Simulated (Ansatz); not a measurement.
**BGe⁺, triplet in cc-pVTZ: errors against full CI**

Geometry: that of the BGe⁺, singlet, kept fixed.

```xyz
2

Ge    0.0000    0.0000    0.0000
B     0.0000    0.0000    2.5640
```

Basis cc-pVTZ; Ansatz 0.2.0. Only valence electrons are correlated (noble-gas cores and the filled d shells of p-block atoms frozen), which leaves 6 electrons in 58 orbitals. Prefix R: restricted or restricted open-shell reference; prefix U: unrestricted. Active spaces: valence = (6e, 8o) chosen from the atoms' valence shells. No spin–orbit coupling is included, and no scalar relativity.

Full CI is exact within this basis and frozen core; it isn't the basis-set limit. The frozen core follows each run's orbitals, which can shift R against U totals by a few meV for light atoms and by up to 0.1 eV past Ca.

For open shells CISD is restricted-active-space CI with the open shells as a complete middle space.

```
UHF ⟨S²⟩                          : 2.045
T1 diagnostic (RCCSD)             : 0.0590
largest doubles amplitude (RCCSD) : 0.097
```

```csv
level,E − E(RHF) (eV)
RMP2,-2.7960
RCCSD,-3.7393
RCCSD(T),-3.8983
```

Estimate how far full CI in cc-pVTZ lies from RCCSD(T). The table doesn't fix it; the size of (T) and the diagnostics are the guide.

Full CI in cc-pVTZ lies 2.26 mEh below RCCSD(T), which is 39 % of the (T) step (-5.84 mEh). T1 is raised, and the rest is a large part of (T). The miss exceeds 1 kcal/mol.

The other levels:

| level | E − E(full CI) (mEh) | share of correlation (%) | wall time |
| --- | --- | --- | --- |
| CISD | 15.01 | 89.69 | 3.8 s |
| BCCD(T) | 2.11 | 98.55 | 10 s |
| RCCSDT | 0.34 | 99.76 | – |
| RCCSDT(Q) | 0.03 | 99.98 | 26 s (H100) |
| CASSCF (valence space) | 73.89 | 49.22 | – |
| NEVPT2 (valence space) | 15.63 | 89.26 | 5 s |
| MRCISD (valence space) | 3.14 | 97.84 | – |
| MRCISD+Q (valence space) | -0.48 | 100.33 | 8 s (H100) |
| MRCISD+Q(relaxed) (valence space) | -1.08 | 100.74 | 6.5 s (H100) |

The correlation energy at full CI, counted from RHF, is -3.960 eV. That run took 2 min on 2 threads of AMD EPYC 7R13 with a shared H100 80 GB, shared host over 238,022,400 determinants.

Run but not shown, since their state, orbitals or frozen core can't be matched to the reference's or they repeat it: UHF, UMP2, UCCSD, UCCSD(T), UCCSDT, UCCSDT(Q).

Times hold each run's SCF and search for its determinant on a shared host, so for small cases they say little of a method's own cost; rows without a card ran on 1 thread of AMD EPYC 7R13. Some runs computed forces too.

More than 5 meV below full CI, which no variational method can be: MRCISD+Q (valence space), MRCISD+Q(relaxed) (valence space).

The full-CI state has the irrep B1 of C2v, in the program's axes (one component, if the state is degenerate).

Natural occupations of full CI about the gap: 1.926 1.860 0.972 0.959 0.071 0.057 0.050 0.037 0.010 0.009; effectively unpaired electrons, Σ n²(2−n)², 2.13.
